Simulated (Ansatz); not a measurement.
Input file:

```yaml
crystal:
  periodic: [false, false, false]
  atoms:
    - {symbol: Al, position_ang: [0.000000, 0.226656, 1.707451]}
    - {symbol: Ge, position_ang: [0.000000, 0.142002, -0.740885]}
    - {symbol: B, position_ang: [0.000000, -1.565342, 0.428148]}
    - {symbol: H, position_ang: [0.000000, 0.488517, 3.094957]}
basis:
  gaussian: {orbitals: "6-31G*"}
magnetization: {spin_polarized: false, initial_magnetization: 3}
correlation: {method: fic_mrcisd_q, electrons: outside_noble_gas, active_space: {window: {electrons: 5, orbitals: 5}, states: [{multiplicity: 4, irrep: Sigma, weights: [1]}]}}
```

```sh
$ ansatz run in.yaml --threads 1 --pin off --events-out ev --progress --plain --max-ram 2393MiB
```

One thing in this input was set wrong on purpose, beside settings that are merely unusual. What is the gravest fault, and what does the program do?

Irrep not in the group. How the run ends: stopped by an error.
```
the irreps are read with x along [0.000, 1.000, 0.000], y along [0.000, 0.000, 1.000] and z along [1.000, 0.000, 0.000] of the geometry given
1192 factors; integrals over basis functions are off by at most 1.4e-7 eV
mean field evaluation 1: about -63730.4545 eV, gradient 8.6e0 eV
mean field evaluation 2: about -63730.4834 eV, gradient 8.7e0 eV
mean field evaluation 4: about -63731.4402 eV, gradient 2.4e0 eV
mean field evaluation 8: about -63731.5499 eV, gradient 6.8e-1 eV
mean field evaluation 16: about -63731.5807 eV, gradient 1.1e-4 eV
mean field evaluation 32: about -63729.9018 eV, gradient 1.5e-2 eV
mean field evaluation 64: about -63730.5511 eV, gradient 5.3e-5 eV
mean field evaluation 96: about -63731.5746 eV, gradient 3.9e-1 eV
mean field evaluation 128: about -63729.9252 eV, gradient 3.0e0 eV
mean field -63731.58069589 eV, -2342.0923917570 hartree, gradient 2.6e-6 eV, S^2 3.750000; 12 other end points of the search recorded, 0 dependent functions left out
reference -63731.58069589 eV, -2342.0923917570 hartree; 27, 24 occupied and 44, 47 virtual orbitals, 1192 factors
Error: the irrep Sigma is not accepted for these orbitals, which take A', A'', or 1 to 2
```
